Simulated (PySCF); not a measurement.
acetamide (C₂H₅NO), SMILES CC(N)=O. Atoms are numbered in the order given.

```xyz
9

C      0.2893     1.3794     0.0000
C     -0.1540    -0.0811     0.0000
N      0.8767    -0.9898     0.0000
O     -1.3302    -0.4256     0.0000
H      0.9023     1.6109     0.8954
H      0.9023     1.6109    -0.8954
H     -0.6101     2.0189     0.0000
H      0.6419    -1.9824     0.0000
H      1.8570    -0.7148     0.0000
```

Coordinates come from a PBE-D3(BJ)/def2-SVP optimisation. A frequency run showed that this geometry is not a minimum. The values are those of a single conformer.

Computed with TDDFT-PBE/def2-SVPD (PySCF).

Vertical excitations. Gas-phase values at a fixed geometry. State labels are in the subgroup Cs.

Task: Estimate the UV-visible absorptions. (Estimate from the structure and the level; the computed values follow.)

Result: 
```csv
state,symmetry,energy (eV),λ (nm),f,main pairs
S1,A",5.30,234,0.000,HOMO→LUMO 100 %
S2,A',5.54,224,0.026,HOMO→LUMO+1 99 %
S3,A",6.34,195,0.006,HOMO−1→LUMO+1 100 %
S4,A',6.60,188,0.010,"HOMO→LUMO+2 78 %, HOMO−1→LUMO 21 %"
S5,A',7.19,172,0.162,"HOMO−1→LUMO 62 %, HOMO→LUMO+2 20 %"
S6,A',7.22,172,0.057,HOMO→LUMO+3 94 %
S7,A",7.42,167,0.005,HOMO−1→LUMO+2 99 %
S8,A',7.60,163,0.011,HOMO→LUMO+4 98 %
S9,A",7.96,156,0.001,HOMO−1→LUMO+3 100 %
S10,A',8.01,155,0.036,HOMO→LUMO+5 100 %
T1,A",4.80,258,0,HOMO→LUMO 100 %
T2,A',5.30,234,0,HOMO−1→LUMO 97 %
T3,A',5.45,228,0,HOMO→LUMO+1 98 %
T4,A",6.15,202,0,HOMO−1→LUMO+1 99 %
```
Triplets are in the Tamm–Dancoff approximation, which puts them higher than full response would, so one can lie above its singlet here.
